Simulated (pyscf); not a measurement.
Four-centre exchange: F–GeH₂• (SMILES [F][GeH2]) + H₂ (SMILES [H][H]) → GeH₃• (SMILES [GeH3]) + HF (SMILES F)

Gas phase, doublet surface, charge 0. Bonds broken: Ge1–F2, H5–H6. Bonds formed: Ge1–H5, F2–H6. Structures and frequencies: ωB97X-D3(BJ)/def2-SVP in PySCF.

Transition state (Å):

```xyz
6

Ge     0.8686     0.1794     0.1406
F     -0.6220     0.9706    -0.9821
H      1.6341     1.5283     0.0049
H      1.3161    -0.8507    -0.9198
H     -0.8537    -0.3235     0.6371
H     -1.0882     0.2644    -0.1705
```

One imaginary mode, 1242i cm⁻¹; descent along it reached the two sides named.

| bond | change | reactant side (Å) | saddle | product side |
|---|---|---|---|---|
| Ge1–F2 | breaks | 1.754 | 2.027 | 3.1 |
| H5–H6 | breaks | 0.761 | 1.026 | 2.083 |
| Ge1–H5 | forms | 3.9 | 1.862 | 1.548 |
| F2–H6 | forms | 2.390 | 1.173 | 0.926 |

Electronic energies relative to the separated reactants (kcal/mol):

```tsv
level	barrier	reaction energy	reverse barrier
ωB97X-D3(BJ)/def2-TZVP	40.0	+9.9	30.2
PBE/def2-TZVP	32.4	+10.0	22.5
r²SCAN/def2-TZVP	36.2	+10.5	25.7
B3LYP-D3(BJ)/def2-TZVP	38.5	+10.5	27.9
PBE0-D3(BJ)/def2-TZVP	35.8	+7.6	28.2
M06-2X/def2-TZVP	42.7	+12.7	30.0
ωB97M-D3(BJ)/def2-TZVP	39.4	+8.9	30.5
HF/def2-TZVP	57.0	+7.8	49.2
```

With ωB97M-D3(BJ)/def2-TZVP energies and thermal terms (ideal gas, 1 atm, RRHO with modes under 100 cm⁻¹ raised to 100, one conformer, R ln 2 for chiral ones without a mode under 150 cm⁻¹), in kcal/mol:

| T (K) | ΔH‡ | ΔG‡ | ΔH | ΔG |
|---|---|---|---|---|
| 298 | 39.3 | 47.0 | +11.0 | +10.3 |
| 600 | 38.5 | 55.2 | +10.5 | +9.8 |
| 900 | 38.4 | 63.5 | +10.1 | +9.5 |
| 1200 | 38.7 | 71.9 | +9.8 | +9.4 |

The same reactants have a lower exit, to F–GeH₃ + H• (barrier +23.0 kcal/mol at ωB97M-D3(BJ)/def2-TZVP, against +39.4 kcal/mol here). This is the saddle that the search found; another between the same sides may lie lower. Elements up to Kr have no core potential and no relativistic terms here.
